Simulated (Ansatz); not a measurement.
Predict the output of the script below (Ansatz's Python interface).

The script, `deck.py`:
```python
# -*- coding: utf-8 -*-
import ansatz

DECK = '''
crystal:
  periodic: [false, false, false]
  atoms:
    - { symbol: C, position_ang: [-2.3861, 0.9977, -0.1421] }
    - { symbol: C, position_ang: [-1.5583, -0.0464, 0.0267] }
    - { symbol: O, position_ang: [-1.9495, -1.2288, 0.234] }
    - { symbol: O, position_ang: [-0.2139, 0.3778, -0.0621] }
    - { symbol: C, position_ang: [0.7444, -0.669, 0.1056] }
    - { symbol: C, position_ang: [2.1284, -0.0557, -0.0161] }
    - { symbol: H, position_ang: [-2.0028, 1.9939, -0.3174] }
    - { symbol: H, position_ang: [-3.46, 0.8581, -0.1053] }
    - { symbol: H, position_ang: [0.6442, -1.1264, 1.0971] }
    - { symbol: H, position_ang: [0.6229, -1.4298, -0.6747] }
    - { symbol: H, position_ang: [2.2738, 0.7212, 0.7418] }
    - { symbol: H, position_ang: [2.9042, -0.8169, 0.1049] }
    - { symbol: H, position_ang: [2.2529, 0.4242, -0.9926] }
total_charge: -1
basis:
  gaussian: { orbitals: def2-SVP }
correlation:
  method: mp2
'''

session = ansatz.Session.from_yaml(DECK)
report = session.plan(threads=1).execute().report

for key in ('converged', 'free_energy_ev', 'reference_energy_ev', 'n_frozen', 'n_occupied', 'n_virtual'):
    print(f'{key:22s} {report[key]}')
symbols = ['C', 'C', 'O', 'O', 'C', 'C', 'H', 'H', 'H', 'H', 'H', 'H', 'H']
print('correlation energy', round(report['free_energy_ev'] - report['reference_energy_ev'], 5), 'eV')
cluster = report['correlation'].get('coupled_cluster')
if cluster:
    print('cycles', cluster['cycles'], ' T1 diagnostic', round(cluster['t1_diagnostic'], 4), ' largest double', round(cluster['largest_double'], 4))
field = report['mean_field']
print('<S^2> =', round(abs(field['state']['spin_squared']), 4), ' all-electron relativity setting:', field['relativity'])
print('passes:', field['passes'])
if 'symmetry' in field:
    print('occupied orbitals by irrep:', field['symmetry']['occupied'])
```

```console
$ python deck.py
converged              True
free_energy_ev         -8324.603579853361
reference_energy_ev    -8299.523288058794
n_frozen               6
n_occupied             [18, 18]
n_virtual              [95, 95]
correlation energy -25.08029 eV
<S^2> = 0.0  all-electron relativity setting: none
passes: {'evaluations': 12, 'products': 41}
occupied orbitals by irrep: [{'A': 24}, {'A': 24}]
```

Total energies depend on the basis set; only differences at equal settings carry meaning. The geometry is a force-field or estimated start, not a minimum of this method, and the basis set is short of its limit. Anions want diffuse functions, which this basis lacks. Run time: 2.5 s on 1 thread of Arm Neoverse V1, with other jobs on the host, peak memory 0.26 GiB.

(A comment or docstring line of the script was reworded after the run, the code is as it ran; lines on the test bed's own set-up are left out of the output.)
